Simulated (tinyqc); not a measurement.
Starting guesses with DIIS over 6 matrices: SCF starting guesses in the sto-3g basis, for OH+, spin multiplicity 3. Computed by the program tinyqc with PySCF. 

Geometry (angstrom):
```
atom       x       y       z
O     0.0000  0.0000  0.0000
H     0.0000  0.0000  1.6990
```

lowest solution found by these runs and by PySCF with stability checks = -73.962856 hartree

UHF with one setting changed at a time; a run stops when the energy changes by less than 1e-09 hartree and the error matrix is below 1e-5. Starts: the lowest orbitals of the core Hamiltonian, of the Wolfsberg-Helmholz matrix (K = 1.75), projected atomic densities, random orbitals, and the highest orbitals of the core Hamiltonian (a deliberately bad start).

Largest element of the error matrix X^T (FDS - SDF) X:
```
iteration     core  Wolfsberg-Helmholz  atomic densities   random  highest core orbitals
1          1.1e-01             2.9e-01           1.8e-01  4.9e+00                1.3e-01
2          7.7e-02             2.4e-01           9.7e-02  2.4e-01                1.0e-01
3          4.7e-02             9.9e-02           5.5e-02  4.5e-02                1.0e-01
4          2.7e-02             1.2e-02           2.5e-02  2.6e-02                9.5e-02
5          2.7e-02             4.3e-03           2.4e-02  2.8e-02                9.2e-02
6          9.5e-02             1.7e-03           6.8e-02  2.9e-02                9.2e-02
8          5.1e-02             1.1e-05           2.9e-02  1.7e-02                9.2e-03
10         5.6e-02                   -           3.9e-02  1.7e-02                1.1e-04
14         6.0e-02                   -           1.9e-02  8.9e-04                      -
20         2.2e-04                   -           1.9e-02  2.5e-05                      -
30               -                   -           3.1e-02        -                      -
45               -                   -           4.4e-02        -                      -
60               -                   -           4.9e-02        -                      -
```

How each run ends:
```
run                    iterations  E (hartree)                    state
core                           23   -73.962856             lowest found
Wolfsberg-Helmholz              9   -73.858853                   higher
atomic densities              >60   -73.899770  wanders without falling
random                         22   -73.858853                   higher
highest core orbitals          12   -73.858853                   higher
```

1 of 5 runs reach the lowest solution found, in 23 to 23 iterations (fastest: core). Ending on a higher stationary point: Wolfsberg-Helmholz, random, highest core orbitals; a small error matrix cannot reveal that, and an occupation fixed by the start is kept by symmetry or by the shape of the basin. Not converged: atomic densities. The first errors are 1e-01, 3e-01, 2e-01, 5e+00, 1e-01.
